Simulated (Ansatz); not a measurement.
## [OH···H···NH], triplet along the distance O1-H3

Starting geometry:

```xyz
5

O    -1.0590    0.0024    0.0000
H    -1.3084    0.9289    0.0000
H    -0.0995    0.0024    0.0000
N     1.2050    0.0024    0.0000
H     1.4740   -1.0019    0.0000
```

From there H3 is moved from one fragment to the other while all else, the fragments' distance too, stays fixed; atoms are numbered as listed. Energies are in kJ/mol, counted from the starting geometry at the same level. Kohn–Sham curves are unrestricted where that lies lower.

Basis cc-pVDZ; Ansatz 0.2.0. Only valence electrons are correlated (noble-gas cores frozen). R marks a restricted (for open shells ROHF) determinant, U an unrestricted one.

In so small a basis the reference is far from its limit while semilocal and hybrid functionals are nearer theirs (RPA and double hybrids share much of the reference's basis error), so the functionals' errors here hold much of the reference's basis and frozen-core error, which can add to them or hide them.

Full CI isn't at hand for all of this; UCCSDT(Q) serves as the reference, and is uncertain by about the last step of the cluster series.

```json
{"distance O1-H3 (Å)": "0.892", "UCCSDT(Q)": "9.9", "PBE": "24.1", "revPBE": "23.6", "r2SCAN": "19.6", "B97M-V": "16.0", "PBE0": "16.2", "B3LYP": "17.3", "wB97M-V": "13.4", "B2PLYP": "13.3", "RPA-PBE": "16.3"}
{"distance O1-H3 (Å)": "0.960", "UCCSDT(Q)": "0.0", "PBE": "0.0", "revPBE": "0.0", "r2SCAN": "0.0", "B97M-V": "0.0", "PBE0": "0.0", "B3LYP": "0.0", "wB97M-V": "0.0", "B2PLYP": "0.0", "RPA-PBE": "0.0"}
{"distance O1-H3 (Å)": "0.997", "UCCSDT(Q)": "3.9", "PBE": "-4.5", "revPBE": "-4.2", "r2SCAN": "-2.2", "B97M-V": "-0.7", "PBE0": "-0.1", "B3LYP": "-0.9", "wB97M-V": "1.6", "B2PLYP": "1.5", "RPA-PBE": "-0.7"}
{"distance O1-H3 (Å)": "1.035", "UCCSDT(Q)": "11.9", "PBE": "-4.8", "revPBE": "-4.4", "r2SCAN": "-0.5", "B97M-V": "2.1", "PBE0": "3.5", "B3LYP": "1.9", "wB97M-V": "7.1", "B2PLYP": "6.7", "RPA-PBE": "2.1"}
{"distance O1-H3 (Å)": "1.073", "UCCSDT(Q)": "22.2", "PBE": "-2.3", "revPBE": "-1.8", "r2SCAN": "3.6", "B97M-V": "6.8", "PBE0": "9.5", "B3LYP": "7.0", "wB97M-V": "14.9", "B2PLYP": "14.1", "RPA-PBE": "7.0"}
{"distance O1-H3 (Å)": "1.111", "UCCSDT(Q)": "33.2", "PBE": "2.3", "revPBE": "2.9", "r2SCAN": "9.3", "B97M-V": "12.6", "PBE0": "16.8", "B3LYP": "13.5", "wB97M-V": "23.7", "B2PLYP": "22.6", "RPA-PBE": "13.0"}
{"distance O1-H3 (Å)": "1.148", "UCCSDT(Q)": "43.8", "PBE": "8.5", "revPBE": "9.1", "r2SCAN": "16.0", "B97M-V": "18.8", "PBE0": "24.5", "B3LYP": "20.5", "wB97M-V": "32.6", "B2PLYP": "31.4", "RPA-PBE": "19.8"}
{"distance O1-H3 (Å)": "1.186", "UCCSDT(Q)": "54.3", "PBE": "16.9", "revPBE": "17.4", "r2SCAN": "24.1", "B97M-V": "25.9", "PBE0": "33.3", "B3LYP": "28.7", "wB97M-V": "42.0", "B2PLYP": "41.0", "RPA-PBE": "27.8"}
{"distance O1-H3 (Å)": "1.224", "UCCSDT(Q)": "64.7", "PBE": "27.7", "revPBE": "28.1", "r2SCAN": "34.1", "B97M-V": "34.4", "PBE0": "43.4", "B3LYP": "38.4", "wB97M-V": "52.2", "B2PLYP": "51.6", "RPA-PBE": "37.5"}
```
